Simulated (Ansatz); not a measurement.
Abridged output of a molecular run in Ansatz:

```
Functional definition: HF
550 factors; integrals over basis functions are off by at most 7.5e-4 eV
mean field evaluation 1: about -7461.6343 eV, gradient 2.1e1 eV
mean field evaluation 2: about -7461.6471 eV, gradient 2.1e1 eV
mean field evaluation 4: about -7462.5447 eV, gradient 2.2e0 eV
mean field evaluation 8: about -7462.5540 eV, gradient 2.5e-5 eV
mean field -7462.55396224 eV, -274.2437998114 hartree, gradient 6.5e-7 eV, S^2 0.000000; 0 other end points of the search recorded, 0 dependent functions left out
4 core orbitals not correlated: weight in the atoms' cores, before any rotation towards them, 1.000 or more for the frozen orbitals, at most 0.000 for the correlated occupied ones
reference -7462.55396224 eV, -274.2437998114 hartree; 11, 11 occupied and 41, 41 virtual orbitals, 550 factors
second order -16.57311310 eV of doubles, -0.00000000 eV of singles
cycle   1  -16.37767737 eV  change    2.0e-1 eV  update   9.7e-2
cycle   2  -16.75944087 eV  change   -3.8e-1 eV  update   3.1e-2
cycle   3  -16.86964915 eV  change   -1.1e-1 eV  update   1.5e-2
cycle   4  -16.87024285 eV  change   -5.9e-4 eV  update   3.5e-3
cycle   5  -16.87041853 eV  change   -1.8e-4 eV  update   1.3e-3
cycle   6  -16.87132173 eV  change   -9.0e-4 eV  update   3.1e-4
cycle   7  -16.87133581 eV  change   -1.4e-5 eV  update   1.0e-4
cycle   8  -16.87130746 eV  change    2.8e-5 eV  update   3.0e-5
cycle   9  -16.87132123 eV  change   -1.4e-5 eV  update   1.0e-5
perturbative correction -0.47311593 eV, -0.0173866898 hartree
Total energy: -7479.89839940 eV, -274.8811961206 hartree
```

Its atoms:

Cartesian coordinates in Å:
```
F -0.352 -0.229 -1.822
C -0.111 -0.073 -0.577
C 0.111 0.073 0.577
F 0.352 0.229 1.822
```

(1) Which basis set was used?
A. def2-QZVPP
B. def2-TZVPPD
C. cc-pV(Q+d)Z
D. def2-SVP

(2) Write the keys of the input that set method, charge and spin (a neutral closed shell needs none for the last two).

Results:

(1) D. It gives 56 functions.

(2) 
```yaml
correlation: {method: ccsd_t}
```
